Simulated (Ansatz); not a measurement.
```yaml
crystal:
  periodic: [false, false, false]
  atoms:
    - {symbol: O, position_ang: [-1.353955, 0.324884, 0.448947]}
    - {symbol: C, position_ang: [-0.004233, 0.326395, 0.267332]}
    - {symbol: C, position_ang: [0.596555, -0.647880, -0.393614]}
    - {symbol: F, position_ang: [-0.006666, -1.653035, -0.981065]}
    - {symbol: F, position_ang: [1.905478, -0.742231, -0.509919]}
    - {symbol: H, position_ang: [-1.678898, 1.226979, 0.395184]}
    - {symbol: H, position_ang: [0.602918, 1.096888, 0.727534]}
basis:
  gaussian: {orbitals: def2-SVP}
magnetization: {spin_polarized: true, initial_magnetization: 2}
hamiltonian: {xc: {name: B3LYP-D3}, dispersion: d4}
accuracy: high
```

```sh
$ ansatz run in.yaml --threads 2 --pin off --events-out ev --progress --plain --max-ram 4352MiB
```

Task: How does Ansatz answer? (An estimate is asked.)

Result: Computed: The input was rejected before any iteration.
```
Error: YAML parse error: error: line 14 column 19: hamiltonian.xc: no functional is named "B3LYP-D3"; the names, which are not case-sensitive, are SVWN5, SPW92, PBE, PBE0, PBEsol, revPBE, revPBE0, RPBE, rPW86-PBE, HSE06, wPBEh, LC-wPBE, HISS, HF, BLYP, B3LYP, B3LYP5, BHLYP, CAM-B3LYP, r2SCAN, r2SCANh, r2SCAN0, r2SCAN50, m-r2SCAN, B97, wB97, wB97X, wB97X-V, B97M-V, wB97M-V, B2PLYP, B2GP-PLYP, PBE0-DH, PBE-QIDH
12 |   gaussian: {orbitals: def2-SVP}
13 | magnetization: {spin_polarized: true, initial_magnetization: 2}
14 | hamiltonian: {xc: {name: B3LYP-D3}, dispersion: d4}
15 | accuracy: high
```

HSE06 is defined as in plane-wave codes.
